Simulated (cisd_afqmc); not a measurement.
System: CH2, charge 1, doublet. CH2+ (parent SMILES [CH2], doublet).
B3LYP-D3(BJ)/def2-TZVP minimum from Ansatz:
```xyz
3

C      0.0907     0.0000     0.0000
H     -0.2722     0.0000    -1.0355
H     -0.2722     0.0000     1.0355
```
Charge +1, spin multiplicity 2.

Phaseless AFQMC (cisd_afqmc on Ansatz's integrals) in cc-pVTZ, frozen core: how the trial state and the time step act. The spread is the standard deviation of the local energy over walkers; bars are one sigma, widened where a walk drifts.

| trial | step (1/Eh) | walkers x blocks averaged | spread (Eh) | energy (Eh) |
|---|---|---|---|---|
| CISD | 0.005 | 25300 | 0.007 | -38.6992 ± 0.0001 |
| CISD | 0.0025 | 26300 | 0.006 | -38.6991 ± 0.0002 |
| HF | 0.005 | 221900 | 0.084 | -38.6987 ± 0.0004 |

At a given step the bar falls as the inverse root of the samples and grows with the spread.

FCI in the same basis (Ansatz) gives -38.6992 Eh.
